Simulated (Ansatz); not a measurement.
1T (CdI2-type) PtSe2, treated with PBE0 in Ansatz (PAW).

Settings: plane-wave cutoff 500 eV, 12×12×4 k mesh (along the axes of the cell as run), Fermi–Dirac smearing 0.05 eV, scalar-relativistic PAW data made under PBE.

Cell (relaxed with r²SCAN):

```yaml
crystal:
  lattice:
    - [1.85856, -3.21911, 0.00000]
    - [1.85856, 3.21911, 0.00000]
    - [0.00000, 0.00000, 5.83019]
  atoms:
    - { symbol: Pt, position: [0.00000, 0.00000, 0.00000] }
    - { symbol: Se, position: [0.33333, 0.66667, 0.22493] }
    - { symbol: Se, position: [0.66667, 0.33333, 0.77507] }
```

Question: Estimate the band gap that the calculation returns.

Answer: 
- band gap: 1.53 eV (on the SCF k mesh)

Measured, for comparison: band gap 0 eV (temperature not stated, not corrected to a static lattice, semimetal, ARPES; as tabulated in Two-dimensional noble-metal chalcogenides and phosphochalcogenides, Angew. …).

Note: exact exchange on metals is sensitive to the k mesh and can open a false gap; the cell comes from a level without a dispersion term, which matters for the spacing of layers, chains or molecules; cell and atoms aren't relaxed at this level (largest force component 0.30 eV/Å, pressure -1.6 GPa); the cell has widely spaced layers and the level no dispersion term, so their spacing and the moduli can rest on weak binding.

Spin–orbit coupling is not included; with these elements it can move the gap by several tenths of an eV or more.

Static lattice: no zero-point or thermal effects.

The result took very roughly 11 core-minutes.

Ansatz is a program for electronic structure.
